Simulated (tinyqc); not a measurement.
Inside a calculation. Method: extended Hueckel theory, for BH. Computed by tinyqc, a small Python program that keeps every step (integrals from PySCF). Settings: charge = 0, K = 1.75, multiplicity = 1. Command: `OMP_NUM_THREADS=1 python tinyqc.py 30027 30028 out.jsonl` (the two numbers bound the seeds that draw the settings). One thread of a shared host (Intel(R) Xeon(R) Processor @ 2.60GHz), about 0.01 s of CPU time with the checks.

## Overlaps

Geometry (angstrom):
```
atom,x,y,z
B,0.000000,0.000000,0.000000
H,0.000000,0.000000,1.428000
```

Parameters chosen for this run:
```
element,shell,Slater exponent,H_ii (eV)
B,2s,1.300000,-15.200000
B,2p,1.300000,-8.500000
H,1s,1.300000,-13.600000
```

Slater orbitals, each expanded in six Gaussians scaled to its exponent.

overlap S:
```
,1B 2s,1B 2px,1B 2py,1B 2pz,2H 1s
1B 2s,1.000000,0.000000,0.000000,0.000000,0.383266
1B 2px,0.000000,1.000000,0.000000,0.000000,0.000000
1B 2py,0.000000,0.000000,1.000000,0.000000,0.000000
1B 2pz,0.000000,0.000000,0.000000,1.000000,0.452397
2H 1s,0.383266,0.000000,0.000000,0.452397,1.000000
```

## Wolfsberg-Helmholz matrix

diagonal H_ii (eV): 1B 2s -15.200000, 1B 2px -8.500000, 1B 2py -8.500000, 1B 2pz -8.500000, 2H 1s -13.600000

K = 1.750000

H_ij = K' S_ij (H_ii + H_jj)/2 for i != j (the diagonal keeps H_ii), with K' = 1.75.

H (eV):
```
,1B 2s,1B 2px,1B 2py,1B 2pz,2H 1s
1B 2s,-15.200000,0.000000,0.000000,0.000000,-9.658309
1B 2px,0.000000,-8.500000,0.000000,0.000000,0.000000
1B 2py,0.000000,0.000000,-8.500000,0.000000,0.000000
1B 2pz,0.000000,0.000000,0.000000,-8.500000,-8.748226
2H 1s,-9.658309,0.000000,0.000000,-8.748226,-13.600000
```

## Orbitals

valence electrons = 4

Solve H C = S C e through S^(-1/2); fill by pairs from the bottom, a degenerate level sharing its electrons equally; each orbital has its largest coefficient positive (the first on a tie).

orbital energies (eV): -17.490206  -11.246004  -8.500000  -8.500000  1.560719

occupations: 2.000000  2.000000  0.000000  0.000000  0.000000

coefficients:
```
,MO1,MO2,MO3,MO4,MO5
1B 2s,0.666589,0.618925,0.000000,0.000000,-0.631762
1B 2px,0.000000,0.000000,-0.214725,0.976675,0.000000
1B 2py,0.000000,0.000000,0.976675,0.214725,0.000000
1B 2pz,0.048026,-0.609989,0.000000,0.000000,-0.970169
2H 1s,0.516642,-0.457588,0.000000,0.000000,1.032399
```

sum of one-electron energies = -57.472420 eV

Within a degenerate level the vectors are fixed only up to a rotation; this is one choice.

## Mulliken analysis

P = C n C^T; charge = valence electrons (B 3, H 1) minus the sum of (P S)_ii on the atom; overlap population = 2 sum P_ij S_ij between two atoms.

charges: 1B 0.274503, 2H -0.274503

Overlap populations:
```
pair,value
2-1,0.643784
```
